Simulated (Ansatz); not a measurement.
# One shape, several levels: SiNH2F (SMILES N[Si]F)

Wanted: a comparison of 6 runs (UHF/STO-3G, wB97M-V/STO-3G, UMP2/STO-3G, CCSDT(Q)/STO-3G, CCSD/STO-3G, UCCSD(T)/STO-3G) of SiNH2F. 

The calculation is run with Ansatz 0.2.0.

69 further runs of the same task are left out: 69 set aside as unsound or not needed.

## (1) Starting point

The species is SiNH2F (5 atoms), meant as a singlet with charge 0. As SMILES, `N[Si]F`. The H4–N1 distance was set to 1.516 Å, away from the relaxed value. At this shape a bond of the SMILES string is far longer than usual.

Bond lengths: N1–Si2 1.702 Å, Si2–F3 1.622 Å, N1–H5 1.008 Å. Angles: N1–Si2–F3 98.5°, Si2–N1–H5 122.2°. A long bond or contact: N1–H4 1.516 Å.

## (2) A single-point energy at UHF/STO-3G (run 1)

File input.yaml:

```yaml
crystal:
  periodic: [false, false, false]
  atoms:
    - {symbol: N, position_ang: [-0.674626, -0.194608, -0.286204]}
    - {symbol: Si, position_ang: [-0.117226, -1.568308, 0.549996]}
    - {symbol: F, position_ang: [1.312074, -0.983508, 1.046396]}
    - {symbol: H, position_ang: [0.085400, 1.109600, -0.420900]}
    - {symbol: H, position_ang: [-1.569026, -0.175608, -0.751104]}
basis:
  gaussian:
    orbitals: STO-3G
magnetization:
  spin_polarized: true
hamiltonian:
  xc: hf
accuracy: high
```

Launch:

```console
ansatz run input.yaml --threads 1 --pin off --max-ram 2610MiB --events-out events.jsonl --progress --plain --runs-dir runs
```

Log:

```text
Warning: RAYON_NUM_THREADS=1 ignored (pool sized by the plan → 1); use --threads N
Functional definition: HF
  name "HF"
  exchange = exact_x
  correlation = 0
383 factors; integrals over basis functions are off by at most 2.8e-8 eV
mean field evaluation 1: about -11928.2457 eV, gradient 1.5e1 eV
mean field evaluation 2: about -11928.3077 eV, gradient 1.5e1 eV
mean field evaluation 4: about -11930.2262 eV, gradient 1.3e0 eV
mean field evaluation 8: about -11930.2470 eV, gradient 2.3e-2 eV
mean field evaluation 16: about -11930.3092 eV, gradient 2.4e-1 eV
mean field -11930.30794356 eV, -438.4307302725 hartree, gradient 4.8e-8 eV, S^2 0.204105; 1 other end points of the search recorded, 0 dependent functions left out
reference -11930.30794356 eV, -438.4307302725 hartree; 16, 16 occupied and 5, 5 virtual orbitals, 383 factors
Total energy: -11930.30794356 eV, -438.4307302725 hartree
```

Run time: 0.2 s. Hardware: 1 thread of Arm Neoverse V1, shared host.

## (3) A single-point energy at wB97M-V/STO-3G (run 2)

File run.yaml:

```yaml
crystal:
  periodic: [false, false, false]
  atoms:
    - symbol: "N"
      position_ang: [-0.674626, -0.194608, -0.286204]
    - symbol: Si
      position_ang: [-0.117226, -1.568308, 0.549996]
    - symbol: F
      position_ang: [1.312074, -0.983508, 1.046396]
    - symbol: H
      position_ang: [0.085400, 1.109600, -0.420900]
    - symbol: H
      position_ang: [-1.569026, -0.175608, -0.751104]
basis:
  gaussian: {orbitals: STO-3G}
magnetization: {spin_polarized: false}
hamiltonian: {xc: {name: wB97M-V}}
accuracy: high
```

Launch:

```console
ansatz run run.yaml --threads 1 --pin off --max-ram 2610MiB --events-out events.jsonl --progress --plain --runs-dir runs
```

Log, cut to the lines that bear on the results:

```text
Warning: RAYON_NUM_THREADS=1 ignored (pool sized by the plan → 1); use --threads N
Functional definition: wB97M-V
  name "wB97M-V"
[...]
  gx(w, u) = 1 - cx + cx01*u + cx10*w
  gss(w, u) = css00 + css04*u^4 + css10*w + css20*w^2 + css43*w^4*u^3
  gos(w, u) = cos00 + cos10*w + (cos20 + cos21*u)*w^2 + (cos60 + cos61*u)*w^6
[...]
      + integral(e_c_pw_mod_opposite_spin*gos(b97_w_opposite, b97_u_opposite)) + vv10(b, c)
383 factors; integrals over basis functions are off by at most 2.8e-8 eV
151 factors; integrals over basis functions are off by at most 1.1e-9 eV
[...]
mean field -11964.51783843 eV, -439.6879207208 hartree, gradient 5.4e-8 eV, S^2 0.000000; 0 other end points of the search recorded, 0 dependent functions left out
reference -11964.51784074 eV, -439.6879208059 hartree; 16, 16 occupied and 5, 5 virtual orbitals, 383 factors
Total energy: -11964.51784074 eV, -439.6879208059 hartree
```

Wall time 20 s (1 thread of Arm Neoverse V1, shared host); peak memory 0.28 GiB.

## (4) A single-point energy at UMP2/STO-3G (run 3)

File molecule.yaml:

```yaml
crystal:
  periodic: [false, false, false]
  atoms:
    - symbol: N
      position_ang: [-0.674626, -0.194608, -0.286204]
    - symbol: Si
      position_ang: [-0.117226, -1.568308, 0.549996]
    - symbol: F
      position_ang: [1.312074, -0.983508, 1.046396]
    - symbol: H
      position_ang: [0.085400, 1.109600, -0.420900]
    - symbol: H
      position_ang: [-1.569026, -0.175608, -0.751104]
basis:
  gaussian:
    orbitals: STO-3G
magnetization:
  spin_polarized: true
correlation:
  method: mp2
  frozen_orbitals: {F: 1, H: 0, "N": 1, Si: 5}
accuracy: high
```

Launch:

```console
ansatz run molecule.yaml --threads 1 --pin off --max-ram 2610MiB --events-out events.jsonl --progress --plain --runs-dir runs
```

Log:

```text
Warning: RAYON_NUM_THREADS=1 ignored (pool sized by the plan → 1); use --threads N
Functional definition: HF
  name "HF"
  exchange = exact_x
  correlation = 0
383 factors; integrals over basis functions are off by at most 2.8e-8 eV
mean field evaluation 1: about -11928.2457 eV, gradient 1.5e1 eV
mean field evaluation 2: about -11928.3077 eV, gradient 1.5e1 eV
mean field evaluation 4: about -11930.2262 eV, gradient 1.3e0 eV
mean field evaluation 8: about -11930.2470 eV, gradient 2.3e-2 eV
mean field evaluation 16: about -11930.3092 eV, gradient 2.4e-1 eV
mean field -11930.30794356 eV, -438.4307302725 hartree, gradient 4.8e-8 eV, S^2 0.204105; 1 other end points of the search recorded, 0 dependent functions left out
7 core orbitals not correlated: weight in the atoms' cores, before any rotation towards them, 1.000 or more for the frozen orbitals, at most 0.000 for the correlated occupied ones
reference -11930.30794356 eV, -438.4307302725 hartree; 9, 9 occupied and 5, 5 virtual orbitals, 383 factors
second order -2.96274285 eV of doubles, -0.00000000 eV of singles
Total energy: -11933.27068640 eV, -438.5396090639 hartree
```

It took 0.22 s on 1 thread of Arm Neoverse V1, shared host.

Runs 4 to 5 aren't shown in full; the table further down has their settings and results.

## (5) The energy at UCCSD(T)/STO-3G (run 6)

File molecule.yaml:

```yaml
crystal:
  periodic: [false, false, false]
  atoms:
    - {symbol: N, position_ang: [-0.674626, -0.194608, -0.286204]}
    - {symbol: Si, position_ang: [-0.117226, -1.568308, 0.549996]}
    - {symbol: F, position_ang: [1.312074, -0.983508, 1.046396]}
    - {symbol: H, position_ang: [0.085400, 1.109600, -0.420900]}
    - {symbol: H, position_ang: [-1.569026, -0.175608, -0.751104]}
basis:
  gaussian:
    orbitals: STO-3G
magnetization:
  spin_polarized: true
  initial_magnetization: 0
correlation:
  method: ccsd_t
  frozen_orbitals: {F: 1, H: 0, "N": 1, Si: 5}
accuracy: high
scf:
  omitted_lower_state_checks: [cluster_reference, increment]
```

Launch:

```console
ansatz run molecule.yaml --threads 1 --pin off --max-ram 2610MiB --events-out events.jsonl --progress --plain --runs-dir runs
```

Log, cut to the lines that bear on the results:

```text
Warning: RAYON_NUM_THREADS=1 ignored (pool sized by the plan → 1); use --threads N
Functional definition: HF
  name "HF"
[...]
383 factors; integrals over basis functions are off by at most 2.8e-8 eV
[...]
mean field -11930.30794356 eV, -438.4307302725 hartree, gradient 4.8e-8 eV, S^2 0.204105; 1 other end points of the search recorded, 0 dependent functions left out
7 core orbitals not correlated: weight in the atoms' cores, before any rotation towards them, 1.000 or more for the frozen orbitals, at most 0.000 for the correlated occupied ones
reference -11930.30794356 eV, -438.4307302725 hartree; 9, 9 occupied and 5, 5 virtual orbitals, 383 factors
second order -2.96274285 eV of doubles, -0.00000000 eV of singles
cycle   1  -3.33430430 eV  change   -3.7e-1 eV  update   1.2e-1
[...]
cycle  27  -4.19615454 eV  change   7.5e-12 eV  update   1.3e-9
perturbative correction -0.20875776 eV, -0.0076717061 hartree
Total energy: -11934.71285585 eV, -438.5926078137 hartree
Checks for a lower state left out: cluster_reference, increment
```

Run time: 0.38 s. Hardware: 1 thread of Arm Neoverse V1, shared host.

## (6) The series

| run | level | frozen core orbitals | energy (Eh) | wall time |
| --- | --- | --- | --- | --- |
| 1 | UHF/STO-3G | – | -438.430730 | 0.2 s |
| 2 | wB97M-V/STO-3G | – | -439.687921 | 20 s |
| 3 | UMP2/STO-3G | 7 | -438.539609 | 0.22 s |
| 4 | CCSDT(Q)/STO-3G | 7 | -438.594403 | 0.5 s |
| 5 | CCSD/STO-3G | 7 | -438.585114 | 0.18 s |
| 6 | UCCSD(T)/STO-3G | 7 | -438.592608 | 0.38 s |

## (7) Results

| quantity | value |
| --- | --- |
| run 6: total energy | -438.59261 Eh |
| run 6: correlation energy (7 core orbitals frozen) | -161.9 mEh |
| run 6: (T) correction | -7.67 mEh |
| run 6: ⟨S²⟩ of the reference determinant | 0.204 |
| run 6: T1 diagnostic | 0.047 |

**Reading.** Below the UHF energy at the same shape and in the same basis (STO-3G): UMP2 -108.9 mEh; CCSDT(Q) -163.7 mEh; CCSD -154.4 mEh; UCCSD(T) -161.9 mEh. Some of these start from another determinant than that one, so these aren't their correlation energies. In runs 4, 5 the log says that unrestricted orbitals would lower the reference, so the values rest on an unstable closed-shell determinant (other closed-shell runs at this shape may share the fault). In runs 1, 2, 3, 4, 5, 6 the basis is minimal, so the values are rough. Spin contamination of the reference: run 1 ⟨S²⟩ = 0.20, run 3 ⟨S²⟩ = 0.20, run 6 ⟨S²⟩ = 0.20. All runs together took 21 s, the longest 20 s.
